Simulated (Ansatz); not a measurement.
# CO2 (singlet): wave-function methods side by side, 6-31G*

Aim: climb from Hartree-Fock through coupled cluster and multireference methods for CO2 (singlet) at one geometry and basis, and see what each rung misses.

The runs use Ansatz 0.2.0, Gaussian basis; 6-31G*, core rule «outside noble gas», up to 3 orbitals frozen.

Plan: UHF; CCSD(T) on RHF; BCCD(T) on RHF; CISD; CCSDT(Q) on RHF; CISDTQ; CCSDTQ on RHF; CASSCF and MRCISD+Q, 16 electrons in 12 orbitals; CASSCF and NEVPT2, 16 electrons in 12 orbitals.

9 further runs of the same task are left out: 9 set aside as unsound or not needed.

## (1) The system

The geometry is an MP2(full)/6-31G* stationary point (not a proven minimum).

3 atoms, charge 0, spin multiplicity 1.

Atoms are counted from 1 here; the program's logs count them from 0.

Bond lengths: C1–O2 1.179 Å, C1–O3 1.179 Å. Angles: O2–C1–O3 180.0°.

Geometry (Å):

```xyz
3

C     0.0000    0.0000    0.0000
O     0.0000    0.0000   -1.1787
O     0.0000    0.0000    1.1787
```

## (2) UHF

File in.yaml:

```yaml
crystal:
  periodic: [false, false, false]
  atoms:
    - {symbol: C, position_ang: [0.000000, 0.000000, 0.000000]}
    - {symbol: O, position_ang: [0.000000, 0.000000, -1.178658]}
    - {symbol: O, position_ang: [0.000000, 0.000000, 1.178658]}
basis:
  gaussian: {orbitals: "6-31G*"}
magnetization: {spin_polarized: true, initial_magnetization: 0}
hamiltonian: {xc: hf}
output: {orbitals: {seedname: orbitals}}
```

Started as:

```sh
ansatz run in.yaml --threads 1 --pin off --events-out ev --progress --plain --max-ram 3956MiB --backend cpu
```

The runs that follow: CCSD(T) on RHF; BCCD(T) on RHF; CISD; CCSDT(Q) on RHF; CISDTQ; CCSDTQ on RHF; CASSCF and MRCISD+Q, 16 electrons in 12 orbitals; CASSCF and NEVPT2, 16 electrons in 12 orbitals.

**Question.** What will the summary of the whole plan be? Wanted: RCCSDTQ below the RHF energy; RMP2 from RCCSDTQ; RCCSD from RCCSDTQ; RCCSD(T) from RCCSDTQ; RCCSDT(Q) from RCCSDTQ; NEVPT2 valence from RCCSDTQ; MRCISD+Q valence from RCCSDTQ; T1 diagnostic; effectively unpaired electrons.

**Answer**, as computed:

| quantity | value |
| --- | --- |
| RCCSDTQ below the RHF energy | -13.4721 eV |
| RMP2 from RCCSDTQ | +9.89 kcal/mol |
| RCCSD from RCCSDTQ | +13.15 kcal/mol |
| RCCSD(T) from RCCSDTQ | +1.32 kcal/mol |
| RCCSDT(Q) from RCCSDTQ | -0.21 kcal/mol |
| NEVPT2 valence from RCCSDTQ | +30.51 kcal/mol |
| MRCISD+Q valence from RCCSDTQ | +1.26 kcal/mol |
| levels within 1 kcal/mol (43 meV) | RCCSDT(Q) |
| T1 diagnostic | 0.020 |
| effectively unpaired electrons | 0.06 |

**Reading.** RCCSD(T) lands +1.32 kcal/mol from the yardstick (0.4 % of the correlation energy). One determinant dominates. Of the multireference levels listed MRCISD+Q valence comes nearest in total energy (+1.26 kcal/mol), which doesn't show that its space is the better one. These misses are within one basis, not against nature.
